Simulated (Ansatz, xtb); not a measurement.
C3H3O: which of two isomers lies lower

We compare I, `C[C]=C=O`, a doublet, with II, `[CH2]C=C=O`, a doublet. Both are isolated molecules in the gas phase, relaxed with BLYP-D3(BJ)/def2-SVP; the shapes shown needn't be the lowest conformers.

I (Å):

```xyz
7

C    -1.9161    1.7700    0.4646
C    -2.7098    2.9837    0.2818
C    -3.0527    4.0730   -0.3146
O    -3.4772    5.1037   -0.7620
H    -2.2097    1.1759    1.3542
H    -1.9929    1.1115   -0.4320
H    -0.8329    2.0185    0.5564
```

II (Å):

```xyz
7

C    -0.5128   -0.7214   -0.0003
C     0.6748    1.3447    0.7122
C     0.0122    0.5093   -0.2254
O    -0.9762   -1.7935    0.1741
H     0.8208    1.0372    1.7549
H     1.0501    2.3215    0.3864
H    -0.1203    0.8457   -1.2693
```

Quicker runs give these differences E(II) − E(I): GFN2-xTB −0.9 kcal/mol; HF/STO-3G +0.1 kcal/mol (at GFN2-xTB geometries); r2SCAN-D4/def2-SVP −9.1 kcal/mol (at GFN2-xTB geometries).

Which of the two would you expect CCSD(T)/def2-SVP electronic energies to favour?

Structure II; the calculation gives E(II) − E(I) = −9.5 kcal/mol.

How the difference moves with the method:

```
               level              geometry  E(II) − E(I) (kcal/mol)  departure from the last row (kcal/mol)  job, with rough time for the two
            GFN2-xTB              GFN2-xTB                      −0.9                                    +8.7               optimisation, 0.1 s
           HF/STO-3G              GFN2-xTB                      +0.1                                    +9.7               single point, 1.1 s
  r2SCAN-D4/def2-SVP              GFN2-xTB                      −9.1                                    +0.4                single point, 24 s
BLYP-D3(BJ)/def2-SVP  BLYP-D3(BJ)/def2-SVP                      −8.5                                    +1.0             optimisation, 2.9 min
         HF/def2-SVP  BLYP-D3(BJ)/def2-SVP                     −11.8                                    −2.3           part of the CCSD(T) run
        MP2/def2-SVP  BLYP-D3(BJ)/def2-SVP                     −10.2                                    −0.7           part of the CCSD(T) run
    CCSD(T)/def2-SVP  BLYP-D3(BJ)/def2-SVP                      −9.5                                                        single point, 22 s
```

As drawn, both hold the same kinds of bond in the same numbers. Structure I has 1 methyl group, II 0.

HF/STO-3G finds them nearly level. The largest departure from CCSD(T)/def2-SVP is that of HF/STO-3G, 9.7 kcal/mol. MP2 in a larger basis moves the difference by +0.1 kcal/mol, a step that isn't added because spin contamination makes open-shell MP2 unreliable in this search.

With harmonic frequencies from BLYP-D3(BJ)/def2-SVP (ideal gas, rigid rotor, one conformer each, 298.15 K, 1 atm): on the last row, ΔE + ΔZPE = −9.6, ΔH = −9.8, ΔG = −9.0 kcal/mol.

Open shells are spin-unrestricted, with notable spin contamination under HF/STO-3G, HF/def2-SVP, MP2/def2-SVP, CCSD(T)/def2-SVP. The correlated steps freeze 4 core orbitals. Programs: Ansatz 0.2.0, xtb 6.7.1; the last row on 1 thread of Arm Neoverse V2 on a shared host.
